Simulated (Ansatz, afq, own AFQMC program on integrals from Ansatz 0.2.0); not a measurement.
Integrals from Ansatz 0.2.0, then the random walk in our own AFQMC program (afq).

```yaml
crystal:
  periodic: [false, false, false]
  atoms:
    - {symbol: Al, position_ang: [0.000000, -0.079020, 0.634433]}
    - {symbol: O, position_ang: [0.000000, 0.000201, -1.063260]}
    - {symbol: H, position_ang: [0.000000, 1.302005, 1.467317]}
    - {symbol: H, position_ang: [0.000000, 0.810086, -1.572931]}
basis:
  gaussian: {orbitals: cc-pVDZ}
magnetization: {spin_polarized: true, initial_magnetization: 1}
correlation: {method: ccsd_t, electrons: outside_noble_gas, hamiltonian_folder: ham}
```

```sh
$ ansatz run in.yaml --threads 1 --pin off --events-out ev --progress --plain --max-ram 1382MiB
```

Options of the walk:

```
--method phaseless --trial cisd --walkers 60 --populations 1 --least-time 40 --time-step 0.005 --steps-per-block 50 --equilibration-blocks 28 --max-blocks 300 --target-error 0.0004 --factor-cut 1e-05 --start spin_pure --seed 4593 --release-times 0.24,0.51,0.99,1.62,2.4 --release-step 0.03 --release-every 4 --taylor-order 6
```

Times are imaginary, in 1/Eh. The walk had a cap of 1172 s.

```
orbitals 36  electrons 6 5  factors 270 of 395
reference energy -317.95626166 Eh
CCSD correlation -0.25493907 Eh in 11 cycles, weight of the determinant in the CISD state 0.9089
energy of the start -318.211050 Eh
 block  time / (1/Eh)  mean weight  energy / Eh
     1     0.250  1.0021  -318.208673
     2     0.500  1.0010  -318.209702
     3     0.750  1.0020  -318.209014
     4     1.000  0.9999  -318.209721
     5     1.250  0.9990  -318.212590
     9     2.250  0.9999  -318.212808
    33     8.250  0.9994  -318.215403
    65    16.250  0.9987  -318.214625
    97    24.250  0.9983  -318.225451
   129    32.250  1.0003  -318.218499
   161    40.250  0.9989  -318.212682
   193    48.250  0.9973  -318.216034
   225    56.250  0.9988  -318.212059
   241    60.250  0.9998  -318.240854
   257    64.250  1.0015  -318.209513
   289    72.250  1.0014  -318.216156
   321    80.250  0.9981  -318.222875
blocks merged  error / Eh  count
     1  0.000337  300
     2  0.000406  150
     4  0.000475  75
     8  0.000541  37
    16  0.000603  18
    32  0.000561  9
released: time / (1/Eh)  energy / Eh  error  mean overlap
  0.24  -318.217464  0.000378  1.0113
  0.51  -318.217271  0.000395  1.0117
  0.99  -318.217794  0.000593  1.0015
  1.62  -318.218272  0.000566  0.9788
  2.40  -318.217883  0.000629  0.9589
energy -318.217989 +/- 0.000603 Eh
(rows thinned)
```

Problem. Estimate how long the walk took on 1 thread of Arm Neoverse V2, on a shared host.

Solution. 5.9 min of wall time.

The run passed its tests (sampling time, drift between the halves within three errors, error under three times the target), which doesn't prove that it has relaxed.

Against this walk (error 16.4 meV) on the same determinant: CCSD(T) 42.6 meV higher, CCSDT(Q) 9.2 meV higher (within the noise). The error is statistical and leaves out the bias of the constraint. Released to 2.40 1/Eh the energy moves by 3 ± 24 meV (both errors), within twice the noise.

Cautions: constraint bias not in the error; error above the target (16.4 against 10.9 meV).

CCSDT and higher add their correlation energy to the determinant of the CCSD(T) run, since their own runs factorise the integrals more tightly (a shift of under 2 meV). A walk keeps the symmetry of its determinant, which the program's search chose and which needn't be the lowest solution, so a lower state of the same spin and another symmetry isn't excluded.
